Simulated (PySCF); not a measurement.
A PySCF script (with the pyscf-properties extension) for the NMR shieldings of `F/C=C\F`, C₂H₂F₂, on a PBE0-D3(BJ)/def2-TZVP geometry:

```python
import basis_set_exchange as bse
import numpy as np
from pyscf import gto, dft
from pyscf.prop import nmr

atoms = """
F    -1.359299    0.983462    0.408293
C    -0.505908   -0.036365    0.419278
C     0.549045   -0.094118   -0.372248
F     0.845562    0.863308   -1.245885
H    -0.743385   -0.818711    1.127682
H     1.239267   -0.927023   -0.359128
"""
names = dict.fromkeys(["F", "C", "H"], "pcSseg-2")
basis = {el: gto.basis.parse(bse.get_basis(n, elements=[el], fmt="nwchem")) for el, n in names.items()}
mol = gto.M(atom=atoms, basis=basis, charge=0, verbose=0)
mf = dft.RKS(mol, xc="PBE0")
mf.grids.level = 2
mf.grids.alignment = dft.numint.BLKSIZE   # the property module wants whole blocks of grid points
mf.conv_tol = 1e-9
mf.kernel()

calc = nmr.RKS(mf)   # GIAO
C = mf.mo_coeff
Co = C[:, mf.mo_occ > 0]
resp = mf.gen_response(singlet=True, hermi=2)
def vind(x):   # induced exchange potential for any number of trial vectors
    d = np.einsum("pi,xij,qj->xpq", C, 2 * x.reshape(-1, C.shape[1], Co.shape[1]), Co, optimize=True)
    return np.einsum("xpq,pi,qj->xij", resp(d - d.transpose(0, 2, 1)), C, Co, optimize=True).ravel()
mo1, _ = nmr.rhf.solve_mo1(calc, with_cphf=vind)
sigma = calc.kernel(mo1)
for i, s in enumerate(sigma):   # ppm
    w = np.linalg.eigvalsh((s + s.T) / 2)
    print("%2d %-2s iso %8.1f  s11 %8.1f  s22 %8.1f  s33 %8.1f" % (i, mol.atom_pure_symbol(i), w.mean(), *w))
```

Q: Give the expected output.

A: 
```
 0 F  iso    339.6  s11    250.6  s22    297.4  s33    470.8
 1 C  iso     37.5  s11    -47.6  s22     73.2  s33     86.9
 2 C  iso     37.5  s11    -47.7  s22     73.3  s33     87.0
 3 F  iso    339.7  s11    250.8  s22    297.5  s33    470.9
 4 H  iso     25.1  s11     23.2  s22     24.1  s33     27.9
 5 H  iso     25.1  s11     23.2  s22     24.1  s33     27.9
```

These numbers come from an equivalent density-fitted implementation of the same equations, which agrees with the script to about 0.01 ppm for H and up to a few tenths of a ppm for heavy atoms, so last digits may differ.

Q: Turn these shieldings into chemical shifts. δ = σ(ref) − σ, references computed at the same level: CFCl3 for $^{19}$F (σ = 174.31 ppm); $^{13}$C (σ = 186.03 ppm) and $^{1}$H (σ = 31.52 ppm) vs TMS.

A: Averaging equivalent atoms: F 0/3: -165.3; C 1/2: 148.5; H 4/5: 6.43 ppm. Unscaled 19F shifts against computed CFCl3 carry errors that often reach 10 to 50 ppm.

Size and cost of the density-fitted run: 172 basis functions, 13 s wall time on 1 thread of an Arm Neoverse N1, shared host; peak memory 0.68 GiB.
